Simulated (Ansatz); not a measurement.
Relaxation of H8Si2 (10 atoms, charge 0, multiplicity 1), to a largest force component of 0.03 eV/Å in at most 50 steps.

Computed with Ansatz 0.2.0, RKS B3LYP/def2-SVP.

```xyz
10
Properties=species:S:1:pos:R:3
Si 0.383 -0.019 -0.118
H 0.508 0.033 1.344
H 1.719 0.068 -0.782
H -0.464 1.125 -0.562
H -0.274 -1.298 -0.503
Si -2.744 0.018 1.300
H -2.949 -0.856 0.111
H -3.596 -0.479 2.422
H -3.149 1.413 0.963
H -1.332 -0.005 1.713
```

Problem. Where does it end, and by what steps?

Solution. It converged. The force dipped under the threshold on the way, but the program's further checks kept it going. After 8 steps the energy has fallen by 0.289 eV; H2 moved furthest, 1.06 Å.

```json
{"step": "0", "energy less start (eV)": "0.0000", "largest force component (eV/Å)": "0.758", "accepted": "yes"}
{"step": "1", "energy less start (eV)": "-0.1690", "largest force component (eV/Å)": "0.174", "accepted": "yes"}
{"step": "2", "energy less start (eV)": "-0.2540", "largest force component (eV/Å)": "0.163", "accepted": "yes"}
{"step": "3", "energy less start (eV)": "-0.2794", "largest force component (eV/Å)": "0.068", "accepted": "yes"}
{"step": "4", "energy less start (eV)": "-0.2849", "largest force component (eV/Å)": "0.022", "accepted": "yes"}
{"step": "5", "energy less start (eV)": "-0.2874", "largest force component (eV/Å)": "0.023", "accepted": "yes"}
{"step": "6", "energy less start (eV)": "-0.2883", "largest force component (eV/Å)": "0.041", "accepted": "yes"}
{"step": "7", "energy less start (eV)": "-0.2889", "largest force component (eV/Å)": "0.027", "accepted": "yes"}
{"step": "8", "energy less start (eV)": "-0.2892", "largest force component (eV/Å)": "0.011", "accepted": "yes"}
```

```xyz
10
Properties=species:S:1:pos:R:3
Si 0.972 -0.019 -0.327
H 1.529 0.079 1.052
H 2.076 0.114 -1.320
H -0.022 1.072 -0.543
H 0.304 -1.340 -0.503
Si -3.351 0.019 1.505
H -3.500 -0.832 0.290
H -4.320 -0.428 2.546
H -3.622 1.442 1.153
H -1.962 -0.107 2.034
```

Whether the end is a true minimum wasn't checked by a vibrational analysis.

Run time: 10 s on 1 thread of Intel(R) Xeon(R) 6975P-C (Granite Rapids), with other jobs on the host, peak memory 0.17 GiB.
